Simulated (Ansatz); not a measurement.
fcc Ag, treated with PBEsol in Ansatz (plane waves, PAW).

Settings: plane-wave cutoff 520 eV, 20×20×20 k mesh, Fermi–Dirac smearing 0.1 eV, perturbation theory, no spin polarisation, scalar-relativistic PAW data made under PBE.

The cell has the measured lattice parameters. Conventional cell: a = 4.0860 Å, b = 4.0860 Å, c = 4.0860 Å, α = 90.00°, β = 90.00°, γ = 90.00°.

Harmonic phonon frequencies (cm⁻¹; i marks an imaginary mode):

```csv
q point,frequencies
X,111 111 165
L,75 75 167
W,107 137 137
```

No imaginary mode appears at these points.

Note: the cell isn't this level's own, so it is under some stress, which shifts stiffness and frequencies.

Ansatz is a quantum-chemistry and plane-wave program.
